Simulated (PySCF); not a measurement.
Compound: AlClH2.
SMILES: `[Cl][AlH2]`

Jobs on this species (4 atoms, 32 electrons) with PySCF (density fitting). Hardware of each: one thread of an Intel Xeon Platinum 8488C, no GPU, on a shared host. Other jobs ran on the host; a repeat could differ by tens of per cent or more. Peak memory is the resident size of the whole Python process, interpreter and libraries included.

```csv
level and settings,work,basis functions,SCF cycles,wall time,peak memory
"delta-SCF UKS SCAN, pcX-2 on the ionised atom, pcseg-1 elsewhere, non-relativistic","ΔSCF core ionisation, 4 holes",88,?,?,?
"delta-SCF UKS B3LYP, pcX-2 on the ionised atom, pcseg-1 elsewhere, spin-free X2C","ΔSCF core ionisation, 4 holes",88,40,4.6 s,0.33 GiB
"delta-SCF UKS SCAN, pcX-1 on the ionised atom, pcseg-1 elsewhere, spin-free X2C","ΔSCF core ionisation, 4 holes",68,44,3.1 s,0.33 GiB
"delta-SCF UKS HF, pcX-2 on the ionised atom, pcseg-1 elsewhere, spin-free X2C","ΔSCF core ionisation, 4 holes",88,40,2.6 s,0.33 GiB
"delta-SCF UKS PBE0, pcX-2 on the ionised atom, pcseg-1 elsewhere, spin-free X2C","ΔSCF core ionisation, 4 holes",88,40,4.0 s,0.33 GiB
"delta-SCF UKS SCAN, def2-TZVP on the ionised atom, pcseg-1 elsewhere, spin-free X2C","ΔSCF core ionisation, 4 holes",65,43,3.1 s,0.33 GiB
"delta-SCF UKS SCAN, pcX-2 on the ionised atom, pcseg-1 elsewhere, spin-free X2C","ΔSCF core ionisation, 4 holes",88,44,3.9 s,0.30 GiB
"PBE0-D3(BJ)/def2-SVP, grid level 1",geometry optimisation from a GFN2-xTB start shaken at random,46,31,3.3 s,0.27 GiB
"delta-SCF UKS PBE, pcX-2 on the ionised atom, pcseg-1 elsewhere, spin-free X2C","ΔSCF core ionisation, 4 holes",88,44,3.1 s,0.33 GiB
```

Question: Fill in the missing figures.

Answer: 
- delta-SCF UKS SCAN, pcX-2 on the ionised atom, pcseg-1 elsewhere, non-relativistic; ΔSCF core ionisation, 4 holes: 3.6 s, 0.33 GiB, 43 SCF cycles

Question: What do all jobs in the table cost together?

Answer: About 31 s; the longest takes about 15 % of that, and about 1.8 times as long as the shortest.
